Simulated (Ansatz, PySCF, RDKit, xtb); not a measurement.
**C2H5FO: which of the isomers drawn lies lowest?**

Which of a sample of isomers of C2H5FO is the most stable in the gas at 298.15 K, and what are its properties? The sample is small against all isomers, and the most stable one of this formula need not be in it. One structure proposed beforehand is put among the starts (marked given), to see whether the search confirms or beats it.

The funnel: GFN2-xTB relaxations, single points with a density functional, relaxations at PBE0-D4/def2-SVP, harmonic vibrations, and a last energy at a higher level. All values are calculated.

4 further runs of the same task are left out: 4 set aside as unsound or not needed.

### 1 Candidates

Isomers were drawn by moving bonds and hydrogen atoms under normal valences; this is a sample, not all of them. O–O, O–halogen and N–halogen bonds and N–N–N chains are not drawn. That gives 2 candidates.

```csv
label,SMILES,spin
c070,C[C@H](O)F,singlet
c567,COCF,singlet
```

Candidates are built by distance geometry, with a force field where one applies, in up to four conformers (letters a to d).

### 2 First filter: tight binding

All 3 starts are relaxed the same way. One of them, c070a (drawn by moving bonds, embedded by distance geometry and MMFF94), in full:

start.xyz reads:

```xyz
9
c070a
C     -1.579591    -0.065180    -0.679929
C     -0.269599    -0.233564     0.022152
F     -0.348422     0.394430     1.201327
O     -0.104824    -1.598063     0.349034
H     -1.585051    -0.619683    -1.621227
H     -2.421340    -0.461289    -0.122687
H     -1.768598     0.965596    -0.877265
H      0.581335     0.134050    -0.558260
H      0.122348    -1.564052     1.321713
```

Run with:

```bash
$ xtb start.xyz --gfn 2 --opt
```

The program printed, cut to the lines that bear on the results:

```text
* xtb version 6.7.1
[...]
          :  # basis functions                  21          :
[...]
          :  # electrons                        26          :
[...]
          :  Hamiltonian                  GFN2-xTB          :
[...]
          :  net charge                          0          :
          :  unpaired electrons                  0          :
[...]
   *** convergence criteria satisfied after 9 iterations ***
[...]
   *** GEOMETRY OPTIMIZATION CONVERGED AFTER 17 ITERATIONS ***
[...]
   *** convergence criteria satisfied after 3 iterations ***
[...]
         ::                     SUMMARY                     ::
         :::::::::::::::::::::::::::::::::::::::::::::::::::::
         :: total energy             -15.630549664871 Eh    ::
         :: gradient norm              0.000943807501 Eh/a0 ::
         :: HOMO-LUMO gap             12.696302509843 eV    ::
         ::.................................................::
         :: SCC energy               -15.745228798398 Eh    ::
         :: -> isotropic ES            0.039861360088 Eh    ::
         :: -> anisotropic ES          0.000738774500 Eh    ::
         :: -> anisotropic XC         -0.004042003516 Eh    ::
         :: -> dispersion             -0.003033324111 Eh    ::
         :: repulsion energy           0.114679133527 Eh    ::
         :: add. restraining           0.000000000000 Eh    ::
         :: total charge               0.000000000000 e     ::
         :::::::::::::::::::::::::::::::::::::::::::::::::::::
[...]
        13        2.0000           -0.4422934             -12.0354 (HOMO)
        14                          0.0242871               0.6609 (LUMO)
[...]
     #   Z          covCN         q      C6AA      α(0)
     1   6          3.753    -0.125    22.966     6.834
     2   6          3.533     0.283    17.267     6.103
     3   9          0.783    -0.277    12.062     4.102
     4   8          1.659    -0.421    21.257     6.224
     5   1          0.925     0.066     2.133     2.284
     6   1          0.925     0.078     2.004     2.214
     7   1          0.925     0.063     2.162     2.300
     8   1          0.922     0.022     2.702     2.571
     9   1          0.805     0.312     0.686     1.301
[...]
     #   Z sym  total        # sym  WBO       # sym  WBO       # sym  WBO
 ---------------------------------------------------------------------------
     1   6      3.988 --     2      1.002     7      0.983     5      0.982
                             6      0.981
     2   6      3.888 --     4      1.033     1      1.002     8      0.951
                             3      0.896
     3   9      0.988 --     2      0.896
     4   8      2.004 --     2      1.033     9      0.884
     5   1      0.996 --     1      0.982
     6   1      0.994 --     1      0.981
     7   1      0.996 --     1      0.983
     8   1      1.000 --     2      0.951
     9   1      0.903 --     4      0.884
 ---------------------------------------------------------------------------
[...]
molecular dipole:
                 x           y           z       tot (Debye)
 q only:        0.164      -0.163      -0.523
   full:        0.391      -0.113      -0.507       1.652
molecular quadrupole (traceless):
[...]
          | TOTAL ENERGY              -15.630549664871 Eh   |
          | GRADIENT NORM               0.000943807501 Eh/α |
          | HOMO-LUMO GAP              12.696302509843 eV   |
           -------------------------------------------------
[...]
```

It took 0.05 s on 2 threads of Arm Neoverse V2, shared host.

### 3 Distinct minima at GFN2-xTB

3 of the 3 relaxations converged; 1 ended on a minimum already found. 2 distinct structures remain:

```csv
label,start,SMILES after,spin,energy (kcal/mol)
c070a,drawn,C[C@H](O)F,singlet,0.0
c567a,given,COCF,singlet,6.3
```

### 4 Screening with a density functional

A choice of the minima (the low ones first, few conformers of a pattern, up to a cap) and the lowest that fell apart get a single point at r2SCAN-D4/def2-SVP on the tight-binding geometry, and one at HF/STO-3G for comparison. The lowest singlets are also tried as triplets at the same geometry (label ending in t). The first, c567a:

input.yaml reads:

```yaml
crystal:
  periodic: [false, false, false]
  atoms:
    - {symbol: C, position_ang: [-0.641957, 0.773990, -0.608019]}
    - {symbol: C, position_ang: [0.580222, -0.720902, 0.706168]}
    - {symbol: F, position_ang: [1.729767, -0.702962, -0.057532]}
    - {symbol: O, position_ang: [-0.073465, 0.472973, 0.656002]}
    - {symbol: H, position_ang: [-1.347346, -0.007738, -0.910408]}
    - {symbol: H, position_ang: [-1.165055, 1.719146, -0.487477]}
    - {symbol: H, position_ang: [0.133850, 0.876437, -1.371604]}
    - {symbol: H, position_ang: [-0.017735, -1.562420, 0.314036]}
    - {symbol: H, position_ang: [0.890219, -0.894824, 1.741634]}
basis:
  gaussian: {orbitals: def2-SVP}
hamiltonian: {xc: r2scan, dispersion: d4}
scf: {lower_state_search: "off"}
output: {orbitals: {seedname: orbitals}}
```

Run with:

```bash
$ ansatz run input.yaml --threads 2 --pin off --max-ram 5220MiB --events-out events.jsonl --progress --plain --runs-dir runs
```

The program printed, cut to the lines that bear on the results:

```text
Warning: RAYON_NUM_THREADS=2 ignored (pool sized by the plan → 2); use --threads N
Functional definition: r2SCAN
  name "r2SCAN"
[...]
897 factors; their error is unknown
[...]
mean field -6910.08218781 eV, -253.9408365802 hartree, gradient 1.9e-6 eV, S^2 0.000000; 0 other end points of the search recorded, 0 dependent functions left out
reference -6910.08219557 eV, -253.9408368652 hartree; 17, 17 occupied and 64, 64 virtual orbitals, 897 factors
Total energy: -6910.10945854 eV, -253.9418387611 hartree
Checks for a lower state left out: stability, starts, cluster_reference, orbital_swaps, neighbouring_geometries, increment
```

It took 1.1 s on 2 threads of Arm Neoverse V2, shared host.

Relative energies in kcal/mol, each column from its lowest structure that stays in one piece:

```csv
label,SMILES,spin,GFN2-xTB,HF/STO-3G,r2SCAN-D4/def2-SVP
c070a,C[C@H](O)F,singlet,0.0,0.0,0.0
c567a,COCF,singlet,6.3,2.7,15.3
c070at,C[C@H](O)F,triplet,–,–,183.9
c567at,COCF,triplet,–,–,210.9
```

### 5 Refinement at PBE0-D4/def2-SVP

3 candidates are relaxed at PBE0-D4/def2-SVP (chosen among the lowest in one piece, with other spins of them). The first, c567a:

Edit input.yaml of step 4 so:

```diff
@@ -13,5 +13,10 @@
 basis:
-  gaussian: {orbitals: def2-SVP}
-hamiltonian: {xc: r2scan, dispersion: d4}
-scf: {lower_state_search: "off"}
-output: {orbitals: {seedname: orbitals}}
+  gaussian:
+    orbitals: def2-SVP
+hamiltonian:
+  xc: pbe0
+  dispersion: d4
+scf:
+  lower_state_search: off
+relax:
+  f_tol: 0.003
```

Run with:

```bash
$ ansatz run input.yaml --threads 2 --pin off --max-ram 5220MiB --events-out events.jsonl --progress --plain --runs-dir runs
```

The program printed, cut to the lines that bear on the results:

```text
Warning: RAYON_NUM_THREADS=2 ignored (pool sized by the plan → 2); use --threads N
[...]
Functional definition: PBE0
  name "PBE0"
[...]
887 factors; integrals over basis functions are off by at most 3.2e-4 eV
[...]
mean field -6906.35748005 eV, -253.8039560946 hartree, gradient 2.6e-6 eV, S^2 0.000000; 0 other end points of the search recorded, 0 dependent functions left out
[...]
reference -6906.35750045 eV, -253.8039568441 hartree; 17, 17 occupied and 64, 64 virtual orbitals, 887 factors
relax step   1: F+E_penalty+E_count = -6906.44794837 eV  Δ(F+E_penalty+E_count) = +0.000e0 eV  max|allowed force component| = 6.846e-1 eV/Å  Δτ_max = 0.0000 Å  (14 SCF iters, accepted)
[...]
relax step   5: F+E_penalty+E_count = -6906.46414184 eV  Δ(F+E_penalty+E_count) = -9.332e-6 eV  max|allowed force component| = 5.771e-3 eV/Å  Δτ_max = 0.0023 Å  (12 SCF iters, accepted)
[...]
Atom 0 at    -0.633710     0.771556    -0.595824 Å, force     0.000889    -0.001304    -0.000060 eV/Å
Atom 1 at     0.593475    -0.721884     0.700483 Å, force    -0.001068    -0.001073    -0.001502 eV/Å
Atom 2 at     1.731059    -0.702226    -0.065024 Å, force     0.000510     0.000295     0.000189 eV/Å
Atom 3 at    -0.064996     0.468789     0.652958 Å, force     0.000450     0.001472     0.000980 eV/Å
Atom 4 at    -1.345086    -0.014418    -0.914405 Å, force    -0.000038    -0.000115    -0.000080 eV/Å
Atom 5 at    -1.177618     1.718938    -0.489439 Å, force    -0.000639     0.000420     0.000194 eV/Å
Atom 6 at     0.136746     0.885124    -1.376175 Å, force     0.000054     0.000199    -0.000103 eV/Å
Atom 7 at    -0.032627    -1.556405     0.320911 Å, force    -0.000027    -0.000037     0.000654 eV/Å
Atom 8 at     0.881257    -0.895773     1.749315 Å, force    -0.000133     0.000143    -0.000271 eV/Å
Dipole moment:    -0.308078    -0.097842    -0.071897 e Å
Checks for a lower state left out: stability, starts, cluster_reference, orbital_swaps, neighbouring_geometries, increment
```

It took 6.6 s on 2 threads of Arm Neoverse V2, shared host.

Energy change by step (eV): 0.0000, -0.0132, -0.0161, -0.0162, -0.0162, -0.0162.

After the run. Bond lengths: C2–F3 1.371 Å, C1–O4 1.405 Å, C2–O4 1.361 Å, C1–H5 1.107 Å, C1–H6 1.098 Å, C1–H7 1.102 Å, C2–H8 1.110 Å, C2–H9 1.101 Å. Some angles: F3–C2–O4 111.7°, C1–O4–C2 114.5°, F3–C2–H8 106.7°, F3–C2–H9 108.5°, O4–C2–H8 111.9°, O4–C2–H9 107.3°, O4–C1–H5 111.3°, O4–C1–H6 107.5°, O4–C1–H7 111.6°, H8–C2–H9 110.7°.

### 6 After refinement

```csv
label,spin,r2SCAN-D4/def2-SVP (kcal/mol),"PBE0-D4/def2-SVP, relaxed (kcal/mol)",time,note
c070a,singlet,0.0,0.0,8.7 s,
c567a,singlet,15.3,15.4,6.6 s,
c070at,triplet,183.9,105.4,84 s,fell apart (C[C@H]([O])F.[H])
```

c070a: Bond lengths: C1–C2 1.503 Å, C2–F3 1.382 Å, C2–O4 1.372 Å, C1–H5 1.099 Å, C1–H6 1.099 Å, C1–H7 1.098 Å, C2–H8 1.109 Å, O4–H9 0.964 Å. Some angles: C1–C2–F3 109.1°, C1–C2–O4 109.1°, F3–C2–O4 109.8°, C1–C2–H8 111.6°, F3–C2–H8 105.3°, O4–C2–H8 111.7°, C2–C1–H5 110.3°, C2–C1–H6 108.9°, C2–C1–H7 110.3°, C2–O4–H9 108.5°.

c567a: Bond lengths: C2–F3 1.371 Å, C1–O4 1.405 Å, C2–O4 1.361 Å, C1–H5 1.107 Å, C1–H6 1.098 Å, C1–H7 1.102 Å, C2–H8 1.110 Å, C2–H9 1.101 Å. Some angles: F3–C2–O4 111.7°, C1–O4–C2 114.5°, F3–C2–H8 106.7°, F3–C2–H9 108.5°, O4–C2–H8 111.9°, O4–C2–H9 107.3°, O4–C1–H5 111.3°, O4–C1–H6 107.5°, O4–C1–H7 111.6°, H8–C2–H9 110.7°.

c070at: Bond lengths: C1–C2 1.531 Å, C2–F3 1.378 Å, C2–O4 1.311 Å, C1–H5 1.097 Å, C1–H6 1.098 Å, C1–H7 1.097 Å, C2–H8 1.120 Å. Some angles: C1–C2–F3 108.3°, C1–C2–O4 111.5°, F3–C2–O4 113.8°, C1–C2–H8 109.4°, F3–C2–H8 106.5°, O4–C2–H8 107.1°, C2–C1–H5 110.3°, C2–C1–H6 108.8°, C2–C1–H7 108.9°, H5–C1–H6 109.5°.

### 7 Are they minima? Harmonic frequencies

The lowest few in one piece go on as finalists (c070at drops out). Harmonic vibrations at PBE0-D4/def2-SVP test each finalist and give the zero-point energy and the thermal terms. The first, c567a:

input.yaml reads:

```yaml
crystal:
  periodic: [false, false, false]
  atoms:
    - {symbol: C, position_ang: [-0.633710, 0.771556, -0.595824]}
    - {symbol: C, position_ang: [0.593475, -0.721884, 0.700483]}
    - {symbol: F, position_ang: [1.731059, -0.702226, -0.065024]}
    - {symbol: O, position_ang: [-0.064996, 0.468789, 0.652958]}
    - {symbol: H, position_ang: [-1.345086, -0.014418, -0.914405]}
    - {symbol: H, position_ang: [-1.177618, 1.718938, -0.489439]}
    - {symbol: H, position_ang: [0.136746, 0.885124, -1.376175]}
    - {symbol: H, position_ang: [-0.032627, -1.556405, 0.320911]}
    - {symbol: H, position_ang: [0.881257, -0.895773, 1.749315]}
basis:
  gaussian:
    orbitals: def2-SVP
hamiltonian:
  xc: {name: PBE0}
  dispersion: d4
scf:
  lower_state_search: off
phonons: {}
```

Run with:

```bash
$ ansatz run input.yaml --threads 2 --pin off --max-ram 5220MiB --events-out events.jsonl --progress --plain --runs-dir runs
```

The program printed, cut to the lines that bear on the results:

```text
Warning: RAYON_NUM_THREADS=2 ignored (pool sized by the plan → 2); use --threads N
[... 2 set-up lines as earlier in the session ...]
[...]
887 factors; integrals over basis functions are off by at most 3.2e-4 eV
[...]
mean field -6906.37359041 eV, -253.8045481394 hartree, gradient 2.6e-6 eV, S^2 0.000000; 0 other end points of the search recorded, 0 dependent functions left out
[...]
reference -6906.37361068 eV, -253.8045488842 hartree; 17, 17 occupied and 64, 64 virtual orbitals, 887 factors
[...]
887 factors; integrals over basis functions are off by at most 3.2e-4 eV
mean field -6906.37341328 eV, -253.8045416300 hartree, gradient 9.1e-7 eV, S^2 0.000000; 0 other end points of the search recorded, 0 dependent functions left out
[...]
reference -6906.37343354 eV, -253.8045423747 hartree; 17, 17 occupied and 64, 64 virtual orbitals, 887 factors
[...]
887 factors; integrals over basis functions are off by at most 3.2e-4 eV
[...]
Atom 2 at     1.731059    -0.702226    -0.065024 Å, force     0.000516     0.000302     0.000188 eV/Å
Atom 3 at    -0.064996     0.468789     0.652958 Å, force     0.000459     0.001478     0.001008 eV/Å
Atom 4 at    -1.345086    -0.014418    -0.914405 Å, force    -0.000035    -0.000105    -0.000078 eV/Å
Atom 5 at    -1.177618     1.718938    -0.489439 Å, force    -0.000650     0.000439     0.000195 eV/Å
Atom 6 at     0.136746     0.885124    -1.376175 Å, force     0.000041     0.000202    -0.000090 eV/Å
Atom 7 at    -0.032627    -1.556405     0.320911 Å, force    -0.000026    -0.000036     0.000665 eV/Å
Atom 8 at     0.881257    -0.895773     1.749315 Å, force    -0.000134     0.000144    -0.000258 eV/Å
Dipole moment:    -0.308077    -0.097842    -0.071897 e Å
Vibrations: 139.57 180.71 386.24 587.50 1010.39 1083.41 1137.24 1173.64 1228.94 1275.72 1312.63 1440.79 1457.58 1475.52 1484.48 1506.54 3002.35 3018.40 3111.82 3133.31 3181.10 cm⁻¹, zero-point energy 2.004074 eV
Checks for a lower state left out: stability, starts, cluster_reference, orbital_swaps, neighbouring_geometries, increment
```

Run time: 48 s. Hardware: 2 threads of Arm Neoverse V2, shared host.

### 8 Thermal terms of the finalists

At 298.15 K and 1 atm, ideal gas, rigid rotor and harmonic oscillator:

```csv
label,SMILES,spin,point group,lowest mode (cm⁻¹),zero-point (kcal/mol),G − E (kcal/mol)
c070a,C[C@H](O)F,singlet,C1,240,46.0,28.8
c567a,COCF,singlet,C1,140,46.2,28.7
```

Chiral structures get −RT ln 2 for their mirror image.

### 9 Last filter: a higher level

Each finalist gets a single point at CCSD(T)/def2-SVP + MP2/def2-TZVPP - MP2/def2-SVP.

c070a, CCSD(T)/def2-SVP:

input.yaml reads:

```yaml
crystal:
  periodic: [false, false, false]
  atoms:
    - {symbol: C, position_ang: [-1.599630, -0.065249, -0.712257]}
    - {symbol: C, position_ang: [-0.370829, -0.260923, 0.129983]}
    - {symbol: F, position_ang: [-0.447730, 0.559493, 1.239613]}
    - {symbol: O, position_ang: [-0.300151, -1.572687, 0.524837]}
    - {symbol: H, position_ang: [-1.539756, -0.677604, -1.622307]}
    - {symbol: H, position_ang: [-2.481828, -0.374727, -0.133832]}
    - {symbol: H, position_ang: [-1.704881, 0.991172, -0.992704]}
    - {symbol: H, position_ang: [0.547249, 0.056252, -0.405712]}
    - {symbol: H, position_ang: [0.523813, -1.703481, 1.007236]}
basis:
  gaussian:
    orbitals: def2-SVP
correlation:
  method: ccsd_t
  frozen_orbitals: {C: 1, H: 0, F: 1, O: 1}
```

Run with:

```bash
$ ansatz run input.yaml --threads 2 --pin off --max-ram 5220MiB --events-out events.jsonl --progress --plain --runs-dir runs
```

The program printed, cut to the lines that bear on the results:

```text
Warning: RAYON_NUM_THREADS=2 ignored (pool sized by the plan → 2); use --threads N
Functional definition: HF
  name "HF"
[...]
810 factors; integrals over basis functions are off by at most 1.4e-3 eV
[...]
mean field -6877.85721176 eV, -252.7565905533 hartree, gradient 1.7e-6 eV, S^2 0.000000; 0 other end points of the search recorded, 0 dependent functions left out
4 core orbitals not correlated: weight in the atoms' cores, before any rotation towards them, 1.000 or more for the frozen orbitals, at most 0.000 for the correlated occupied ones
reference -6877.85721176 eV, -252.7565905533 hartree; 13, 13 occupied and 64, 64 virtual orbitals, 810 factors
second order -17.78309318 eV of doubles, -0.00000000 eV of singles
cycle   1  -18.23572035 eV  change   -4.5e-1 eV  update   8.3e-2
[...]
cycle   9  -18.72094829 eV  change   -4.6e-6 eV  update   1.0e-5
perturbative correction -0.42039698 eV, -0.0154493042 hartree
Total energy: -6896.99855704 eV, -253.4600220176 hartree
```

Run time: 3.6 s. Hardware: 2 threads of Arm Neoverse V2, shared host.

### 10 c070a at MP2/def2-TZVPP

Edit input.yaml of step 9 so:

```diff
@@ -13,6 +13,3 @@
 basis:
-  gaussian:
-    orbitals: def2-SVP
-correlation:
-  method: ccsd_t
-  frozen_orbitals: {C: 1, H: 0, F: 1, O: 1}
+  gaussian: {orbitals: def2-TZVPP}
+correlation: {method: mp2, frozen_orbitals: {C: 1, H: 0, F: 1, O: 1}}
```

Run with:

```bash
$ ansatz run input.yaml --threads 2 --pin off --max-ram 5220MiB --events-out events.jsonl --progress --plain --runs-dir runs
```

The program printed:

```text
Warning: RAYON_NUM_THREADS=2 ignored (pool sized by the plan → 2); use --threads N
[... 2 set-up lines as earlier in the session ...]
  exchange = exact_x
  correlation = 0
1182 factors; integrals over basis functions are off by at most 9.3e-4 eV
mean field evaluation 1: about -6882.8282 eV, gradient 3.9e1 eV
mean field evaluation 2: about -6883.0059 eV, gradient 4.0e1 eV
mean field evaluation 4: about -6886.1498 eV, gradient 3.6e0 eV
mean field evaluation 8: about -6886.1950 eV, gradient 2.2e-1 eV
mean field -6886.19521476 eV, -253.0630065116 hartree, gradient 1.2e-6 eV, S^2 0.000000; 0 other end points of the search recorded, 0 dependent functions left out
4 core orbitals not correlated: weight in the atoms' cores, before any rotation towards them, 1.000 or more for the frozen orbitals, at most 0.000 for the correlated occupied ones
reference -6886.19521476 eV, -253.0630065116 hartree; 13, 13 occupied and 177, 177 virtual orbitals, 1182 factors
second order -22.76855563 eV of doubles, -0.00000000 eV of singles
Total energy: -6908.96377038 eV, -253.8997354978 hartree
```

Wall time 2.7 s (2 threads of Arm Neoverse V2, shared host).

### 11 c567a at CCSD(T)/def2-SVP

input.yaml reads:

```yaml
basis:
  gaussian: {orbitals: def2-SVP}
crystal:
  periodic: [false, false, false]
  atoms:
    - {symbol: C, position_ang: [-0.633710, 0.771556, -0.595824]}
    - {symbol: C, position_ang: [0.593475, -0.721884, 0.700483]}
    - {symbol: F, position_ang: [1.731059, -0.702226, -0.065024]}
    - {symbol: O, position_ang: [-0.064996, 0.468789, 0.652958]}
    - {symbol: H, position_ang: [-1.345086, -0.014418, -0.914405]}
    - {symbol: H, position_ang: [-1.177618, 1.718938, -0.489439]}
    - {symbol: H, position_ang: [0.136746, 0.885124, -1.376175]}
    - {symbol: H, position_ang: [-0.032627, -1.556405, 0.320911]}
    - {symbol: H, position_ang: [0.881257, -0.895773, 1.749315]}
correlation: {method: ccsd_t, frozen_orbitals: {C: 1, H: 0, F: 1, O: 1}}
```

Run with:

```bash
$ ansatz run input.yaml --threads 2 --pin off --max-ram 5220MiB --events-out events.jsonl --progress --plain --runs-dir runs
```

The program printed, cut to the lines that bear on the results:

```text
Warning: RAYON_NUM_THREADS=2 ignored (pool sized by the plan → 2); use --threads N
[... 2 set-up lines as earlier in the session ...]
[...]
809 factors; integrals over basis functions are off by at most 1.6e-3 eV
[...]
mean field -6877.25272074 eV, -252.7343759178 hartree, gradient 1.4e-6 eV, S^2 0.000000; 0 other end points of the search recorded, 0 dependent functions left out
4 core orbitals not correlated: weight in the atoms' cores, before any rotation towards them, 1.000 or more for the frozen orbitals, at most 0.000 for the correlated occupied ones
reference -6877.25272074 eV, -252.7343759178 hartree; 13, 13 occupied and 64, 64 virtual orbitals, 809 factors
second order -17.66556701 eV of doubles, -0.00000000 eV of singles
cycle   1  -18.14040488 eV  change   -4.7e-1 eV  update   8.6e-2
[...]
cycle   9  -18.65626984 eV  change   -1.1e-5 eV  update   9.8e-6
perturbative correction -0.41973769 eV, -0.0154250756 hartree
Total energy: -6896.32872827 eV, -253.4354062645 hartree
```

It took 3.6 s on 2 threads of Arm Neoverse V2, shared host.

[end of part 1 of 2]
